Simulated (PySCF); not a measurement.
Gas-phase reaction: 3 Al(CH3)2Cl + 2 C2H2 (acetylene) = 3 AlH2Cl + 2 C5H8 (cyclic)

Energies from PySCF, thermal terms from the rigid-rotor harmonic-oscillator model, ideal gas at 1 bar. † marks an energy on the PBE0/def2-TZVP geometry and frequencies; other levels use their own. MP2 and CCSD(T) freeze the core. All species are closed-shell singlets. B3LYP is the form with VWN-RPA correlation. Methyl groups turn as free rotors in Al(CH3)2Cl. Al(CH3)2Cl, AlH2Cl: computed as isolated molecules; such fragments, hydroxides, amides, oligomers or adducts are transient or little studied in the gas. MP2 isn't extrapolated to the basis-set limit; its ΔH°(298 K) is -56.2 kJ in def2-SVP and 18.8 kJ in def2-TZVPP. CCSD(T) isn't extrapolated to the basis-set limit. The harmonic model lacks anharmonicity and excited electronic states, which grow with temperature; levels with a mode under 35 cm⁻¹ are left out.

```
level               ΔE electronic, kJ  ΔH°(298 K), kJ  ΔS°(298 K), J/K  ΔG°(600 K), kJ
------------------  -----------------  --------------  ---------------  --------------
B3LYP/def2-TZVP†                   22              24              -98              89
CCSD(T)/def2-SVP†                 -78             -77              -98             -12
HF/def2-TZVP†                     -21             -19              -98              45
MP2/def2-SVP†                     -58             -56              -98               8
MP2/def2-TZVPP†                    17              19              -98              83
PBE/def2-SVP                      -73             -74              -99              -9
PBE0/def2-TZVP                    -37             -35              -98              30
r2SCAN/def2-TZVP†                   8               9              -98              74
ωB97M-V/def2-TZVP†                  4               6              -98              71
ωB97X-V/def2-TZVP†                -37             -35              -98              29
```
ΔH° is lowest at CCSD(T)/def2-SVP† and highest at B3LYP/def2-TZVP†. No reference value is set beside these.
